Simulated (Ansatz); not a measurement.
Molecule: thiooxirane, C2H4S, charge 0, multiplicity 1. 
Structure (B3LYP-D3(BJ)/def2-TZVP (Ansatz, a first-principles code) minimum search):
```xyz
7

C      0.0060    -0.7464    -0.7914
S     -0.0041     0.0076     0.8672
C      0.0015     0.7325    -0.8043
H     -0.9035    -1.2637    -1.0683
H      0.9212    -1.2581    -1.0598
H      0.9136     1.2450    -1.0816
H     -0.9112     1.2394    -1.0901
```

Basis-set convergence of Hartree-Fock and CCSD(T) correlation energies (hartree) with Ansatz. Correlated levels leave the core frozen unless marked. No spin-orbit coupling. Non-relativistic.

```json
[
 {"basis": "cc-pV(D+d)Z", "functions": "71", "E(HF)": "-475.57468", "E(corr, CCSD(T))": "-0.46483"},
 {"basis": "cc-pV(T+d)Z", "functions": "155", "E(HF)": "___", "E(corr, CCSD(T))": "___"}
]
```

Task: Some entries are withheld; supply them.

Result: 
- cc-pV(T+d)Z, E(HF): -475.61263
- cc-pV(T+d)Z, E(corr, CCSD(T)): -0.57184
